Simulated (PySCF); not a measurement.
Propiolic acid, C3H2O2.
Geometry (PBE0-D3(BJ)/def2-SVP, Å), atoms numbered from 1 in this order:
```
atom  x, y, z in Å
C1     1.8990    0.3252   -0.1167
C2     0.7356    0.0333    0.0419
C3    -0.6376   -0.3945    0.2449
O4    -0.9618   -1.5292    0.4711
O5    -1.4957    0.6237    0.1513
H6     2.9321    0.5887   -0.2581
H7    -2.3798    0.2508    0.2966
```

Lines to be assigned: C 1s: 291.55 (area 1), 291.70 (area 1), 295.89 (area 1) eV; O 1s: 538.24 (area 1), 540.53 (area 1) eV.

Method used: delta-SCF UKS SCAN, pcX-2 on the ionised atom, pcseg-1 elsewhere, spin-free X2C in PySCF. The structure is a single PBE0-D3(BJ)/def2-SVP conformer in the gas phase; no vibrational or solvent corrections.

Order the oxygen atoms by O 1s binding energy.

538.24 eV: O4 (acid carbonyl oxygen); 540.53 eV: O5 (acid hydroxyl oxygen). Lowest listed O 1s: O4, bonded to C (double bond). Highest, 2.29 eV above it: O5, bonded to C and H.

Bonded neighbours of each site: C1: C (triple bond) and H; C2: C (triple bond) and C; C3: O (double bond), O and C; O4: C (double bond); O5: C and H.

Which effective nuclear charge Zeff reproduces each element's mean 1s value in the hydrogen-like formula E = 13.606 eV × Zeff²?

C (Z = 6): mean 293.0 eV, Zeff = 4.64, Z − Zeff = 1.36; O (Z = 8): mean 539.4 eV, Zeff = 6.30, Z − Zeff = 1.70. Means run over the listed sites, weighted by atom count.

The unrestricted hole states depart most from a pure doublet (⟨S²⟩ = 0.75; over 0.85 named) for C 1s of C1 (0.87) and C 1s of C2 (0.87), which makes these values less certain.
